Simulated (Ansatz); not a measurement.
# singlet [Si2NH6]+: levels of theory compared

Wanted: a comparison of 6 runs (HF/STO-3G, B3LYP/6-31G*, revPBE/6-311+G**, MP2/6-311+G**, CCSD/6-311+G**) of singlet [Si2NH6]+. 

Program for the calculation: Ansatz 0.2.0.

26 further runs of the same task are left out: 26 set aside as unsound or not needed. Runs told in other sessions of the task aren't counted.

## (1) The molecule

[Si2NH6]+: 9 atoms, total charge +1, spin state singlet. SMILES of the parent species: `N[SiH][SiH3]`. Geometry: relaxed at PBE0-D4/def2-TZVP. This is one conformer, not always the lowest. That shape belongs to the parent species and isn't relaxed for this state.

Bond lengths: N1–Si2 1.725 Å, Si2–Si3 2.338 Å, N1–H4 1.007 Å, N1–H5 1.007 Å, Si2–H6 1.494 Å, Si3–H7 1.491 Å, Si3–H8 1.490 Å, Si3–H9 1.488 Å. Some angles: N1–Si2–Si3 110.8°, N1–Si2–H6 105.7°, Si3–Si2–H6 112.7°, Si2–N1–H4 121.0°, Si2–N1–H5 120.5°, Si2–Si3–H7 114.8°, Si2–Si3–H8 108.4°, Si2–Si3–H9 108.6°, H4–N1–H5 111.4°, H7–Si3–H8 107.8°.

## (2) A single-point energy at HF/STO-3G (run 1)

Contents of in.yaml:

```yaml
crystal:
  periodic: [false, false, false]
  atoms:
    - {symbol: N, position_ang: [-0.800100, 0.840300, -1.401300]}
    - {symbol: Si, position_ang: [-0.412600, 0.902100, 0.278900]}
    - {symbol: Si, position_ang: [0.627800, -1.077000, 0.962500]}
    - {symbol: H, position_ang: [-1.356700, 0.089900, -1.777700]}
    - {symbol: H, position_ang: [-0.920900, 1.689300, -1.930000]}
    - {symbol: H, position_ang: [0.461600, 2.102100, 0.448200]}
    - {symbol: H, position_ang: [1.938500, -1.353900, 0.307200]}
    - {symbol: H, position_ang: [-0.282400, -2.217000, 0.659800]}
    - {symbol: H, position_ang: [0.833300, -1.021900, 2.435300]}
basis:
  gaussian:
    orbitals: STO-3G
total_charge: 1
hamiltonian:
  xc: hf
accuracy: high
output:
  orbitals: {seedname: orbitals}
```

Started as:

```bash
$ ansatz run in.yaml --threads 1 --pin off --max-ram 2610MiB --events-out events.jsonl --progress --plain --runs-dir runs
```

The log of the run:

```text
Warning: RAYON_NUM_THREADS=1 ignored (pool sized by the plan → 1); use --threads N
Functional definition: HF
  name "HF"
  exchange = exact_x
  correlation = 0
555 factors; integrals over basis functions are off by at most 1.5e-8 eV
mean field evaluation 1: about -17093.2772 eV, gradient 2.4e1 eV
mean field evaluation 2: about -17093.3040 eV, gradient 2.4e1 eV
mean field evaluation 4: about -17095.5027 eV, gradient 1.4e0 eV
mean field evaluation 8: about -17095.5146 eV, gradient 2.6e-2 eV
mean field -17095.51458679 eV, -628.2485733087 hartree, gradient 1.2e-8 eV, S^2 0.000000; 0 other end points of the search recorded, 0 dependent functions left out
reference -17095.51458679 eV, -628.2485733087 hartree; 20, 20 occupied and 9, 9 virtual orbitals, 555 factors
Total energy: -17095.51458679 eV, -628.2485733087 hartree
```

Run time: 0.14 s. Hardware: 1 thread of AMD EPYC 9R45 (Zen 5), shared host.

## (3) The energy at B3LYP/6-31G(d) (spherical functions) (run 2)

Contents of job.yaml:

```yaml
crystal:
  periodic: [false, false, false]
  atoms:
    - {symbol: "N", position_ang: [-0.800100, 0.840300, -1.401300]}
    - {symbol: Si, position_ang: [-0.412600, 0.902100, 0.278900]}
    - {symbol: Si, position_ang: [0.627800, -1.077000, 0.962500]}
    - {symbol: H, position_ang: [-1.356700, 0.089900, -1.777700]}
    - {symbol: H, position_ang: [-0.920900, 1.689300, -1.930000]}
    - {symbol: H, position_ang: [0.461600, 2.102100, 0.448200]}
    - {symbol: H, position_ang: [1.938500, -1.353900, 0.307200]}
    - {symbol: H, position_ang: [-0.282400, -2.217000, 0.659800]}
    - {symbol: H, position_ang: [0.833300, -1.021900, 2.435300]}
basis:
  gaussian:
    orbitals: 6-31G_st_-spherical.json
total_charge: 1
hamiltonian:
  xc: {name: B3LYP}
accuracy: high
output: {orbitals: {seedname: orbitals}}
```

The basis set 6-31G* is read from a file made from the Basis Set Exchange's data (not shown).

Started as:

```bash
$ ansatz run job.yaml --threads 1 --pin off --max-ram 2610MiB --events-out events.jsonl --progress --plain --runs-dir runs
```

The log of the run:

```text
Warning: RAYON_NUM_THREADS=1 ignored (pool sized by the plan → 1); use --threads N
Functional definition: B3LYP
  name "B3LYP"
  parameter a0 = 0.2
  parameter ax = 0.72
  parameter ac = 0.81
  exchange = (1 - a0 - ax)*slater_x + ax*b88_x + a0*exact_x
  correlation = (1 - ac)*vwn_rpa_c + ac*lyp_c
1418 factors; integrals over basis functions are off by at most 3.5e-9 eV
mean field evaluation 1: about -17322.5081 eV, gradient 7.6e1 eV
mean field evaluation 2: about -17279.1354 eV, gradient 1.3e2 eV
mean field evaluation 4: about -17334.8249 eV, gradient 6.4e0 eV
mean field evaluation 8: about -17335.1392 eV, gradient 1.3e-1 eV
mean field evaluation 16: about -17335.1392 eV, gradient 2.7e-5 eV
mean field -17335.13924011 eV, -637.0546168948 hartree, gradient 3.2e-8 eV, S^2 0.000000; 0 other end points of the search recorded, 0 dependent functions left out
reference -17335.13928061 eV, -637.0546183831 hartree; 20, 20 occupied and 42, 42 virtual orbitals, 1418 factors
Total energy: -17335.13928061 eV, -637.0546183831 hartree
```

It took 2.2 s on 1 thread of AMD EPYC 9R45 (Zen 5), shared host; peak memory 0.21 GiB.

Runs 3 to 5 aren't shown in full; the table further down has their settings and results.

## (4) A single-point energy at CCSD/6-311+G(d,p) (run 6)

Contents of input.yaml:

```yaml
crystal:
  periodic: [false, false, false]
  atoms:
    - {symbol: "N", position_ang: [-0.800100, 0.840300, -1.401300]}
    - {symbol: Si, position_ang: [-0.412600, 0.902100, 0.278900]}
    - {symbol: Si, position_ang: [0.627800, -1.077000, 0.962500]}
    - {symbol: H, position_ang: [-1.356700, 0.089900, -1.777700]}
    - {symbol: H, position_ang: [-0.920900, 1.689300, -1.930000]}
    - {symbol: H, position_ang: [0.461600, 2.102100, 0.448200]}
    - {symbol: H, position_ang: [1.938500, -1.353900, 0.307200]}
    - {symbol: H, position_ang: [-0.282400, -2.217000, 0.659800]}
    - {symbol: H, position_ang: [0.833300, -1.021900, 2.435300]}
basis:
  gaussian:
    orbitals: 6-311+G_st__st_-spherical.json
total_charge: 1
correlation:
  method: ccsd
  frozen_orbitals: {H: 0, "N": 1, Si: 5}
accuracy: high
scf:
  omitted_lower_state_checks: [cluster_reference, increment]
```

The basis set 6-311+G** is read from a file made from the Basis Set Exchange's data (not shown).

Started as:

```bash
$ ansatz run input.yaml --threads 1 --pin off --max-ram 2610MiB --events-out events.jsonl --progress --plain --runs-dir runs
```

The log of the run:

```text
Warning: RAYON_NUM_THREADS=1 ignored (pool sized by the plan → 1); use --threads N
[... 4 set-up lines as earlier in the session ...]
these checks for a lower state are left out or cut short: cluster_reference, increment
2208 factors; integrals over basis functions are off by at most 3.1e-8 eV
mean field evaluation 1: about -17288.6666 eV, gradient 5.1e1 eV
mean field evaluation 2: about -17288.7524 eV, gradient 5.1e1 eV
mean field evaluation 4: about -17294.4820 eV, gradient 3.8e0 eV
mean field evaluation 8: about -17294.5545 eV, gradient 2.0e-1 eV
mean field -17294.55489584 eV, -635.5631697518 hartree, gradient 9.1e-8 eV, S^2 0.000000; 0 other end points of the search recorded, 0 dependent functions left out
11 core orbitals not correlated: weight in the atoms' cores, before any rotation towards them, 1.000 or more for the frozen orbitals, at most 0.000 for the correlated occupied ones
reference -17294.55489584 eV, -635.5631697518 hartree; 9, 9 occupied and 98, 98 virtual orbitals, 2208 factors
second order -10.26551969 eV of doubles, -0.00000000 eV of singles
cycle   1  -11.00311553 eV  change   -7.4e-1 eV  update   1.0e-1
cycle   2  -11.40321730 eV  change   -4.0e-1 eV  update   3.5e-2
cycle   3  -11.52621038 eV  change   -1.2e-1 eV  update   2.4e-2
cycle   4  -11.51686805 eV  change    9.3e-3 eV  update   8.5e-3
cycle   5  -11.51716607 eV  change   -3.0e-4 eV  update   4.3e-3
cycle   6  -11.51711927 eV  change    4.7e-5 eV  update   1.4e-3
cycle   7  -11.51683242 eV  change    2.9e-4 eV  update   4.3e-4
cycle   8  -11.51706682 eV  change   -2.3e-4 eV  update   1.6e-4
cycle   9  -11.51706958 eV  change   -2.8e-6 eV  update   5.5e-5
cycle  10  -11.51704722 eV  change    2.2e-5 eV  update   2.2e-5
cycle  11  -11.51705913 eV  change   -1.2e-5 eV  update   1.0e-5
cycle  12  -11.51706216 eV  change   -3.0e-6 eV  update   3.4e-6
cycle  13  -11.51706570 eV  change   -3.5e-6 eV  update   1.4e-6
cycle  14  -11.51706609 eV  change   -3.9e-7 eV  update   4.4e-7
cycle  15  -11.51706594 eV  change    1.5e-7 eV  update   1.7e-7
cycle  16  -11.51706591 eV  change    3.2e-8 eV  update   8.2e-8
cycle  17  -11.51706588 eV  change    2.7e-8 eV  update   5.1e-8
cycle  18  -11.51706588 eV  change    5.4e-9 eV  update   3.2e-8
cycle  19  -11.51706556 eV  change    3.2e-7 eV  update   1.5e-7
cycle  20  -11.51706557 eV  change   -1.2e-8 eV  update   5.5e-8
cycle  21  -11.51706554 eV  change    2.9e-8 eV  update   2.2e-8
cycle  22  -11.51706553 eV  change    9.2e-9 eV  update   8.3e-9
cycle  23  -11.51706553 eV  change   -1.7e-9 eV  update   3.4e-9
cycle  24  -11.51706553 eV  change  -4.3e-10 eV  update   1.2e-9
Total energy: -17306.07196137 eV, -635.9864141036 hartree
Checks for a lower state left out: cluster_reference, increment
```

Wall time 8.7 s (1 thread of AMD EPYC 9R45 (Zen 5), shared host); peak memory 0.99 GiB.

## (5) The series

```csv
run,level,Cartesian functions,frozen core orbitals,energy (Eh),HOMO energy (eV),LUMO energy (eV),HOMO–LUMO gap (eV),wall time
1,HF/STO-3G,no,–,-628.248573,-15.49,-3.11,12.38,0.14 s
2,B3LYP/6-31G* (spherical functions),no,–,-637.054618,-13.94,-9.26,4.69,2.2 s
3,B3LYP/6-31G* (Cartesian functions),yes,–,-637.059253,-13.94,-9.26,4.69,2.1 s
4,revPBE/6-311+G**,no,–,-636.953266,-12.93,-9.89,3.04,3.6 s
5,MP2/6-311+G**,no,11,-635.940421,–,–,–,2.1 s
6,CCSD/6-311+G**,no,11,-635.986414,–,–,–,8.7 s
```

## (6) What came out

| quantity | value |
| --- | --- |
| run 6: total energy | -635.98641 Eh |
| run 6: correlation energy (11 core orbitals frozen) | -423.2 mEh |
| run 6: T1 diagnostic | 0.021 |

Over runs 1, 2, 3, 4 the HOMO–LUMO gap runs from 3.04 eV (revPBE/6-311+G**) to 12.38 eV (HF/STO-3G). The two ends differ in method and basis. Totals of different functionals can't be ranked against each other. In run 1 the basis is minimal, so the values are rough. All runs together took 19 s, the longest 8.7 s.
